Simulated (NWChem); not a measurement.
**Correlation energy of H3Si**

```
Si
H 1 1.5051
H 1 1.5051 2 111.26
H 1 1.5051 2 111.26 3 -124.66
```
Charge 0, spin multiplicity 2.

Program: NWChem. The geometry was optimised at UPBE/def2-SVP, a minimum by its harmonic frequencies.

Basis set: 6-31G*. Each correlation energy counts from its own Hartree-Fock reference.

The correlated methods keep 5 core orbitals frozen. The Pople sets run with spherical d functions. The structure started from a generated list of species. The unpaired electrons of the parent sit in orbitals of symmetry a' (Cs labels of the run); other states weren't searched. No SCF solution was tested for a lower state. Open-shell Hartree-Fock references start from PBE0 orbitals. No row is a measurement; the coupled-cluster row has its own basis-set and correlation limits.

```csv
method,correlation energy (mHa)
UMP2,-68.5
SCS-UMP2,[?]
CCSD on UHF,[?]
CCSD[T] on UHF,-93.0
CCSD(T) on UHF,-92.9
CCSD on ROHF,[?]
CCSD[T] on ROHF,-94.3
CCSD(T) on ROHF,-94.2
CCSDT on ROHF,-94.8
```

**Question.** Fill in the missing entries.

**Answer.** 
- SCS-UMP2, correlation energy (mHa): -74.5
- CCSD on UHF, correlation energy (mHa): -91.1
- CCSD on ROHF, correlation energy (mHa): -92.4
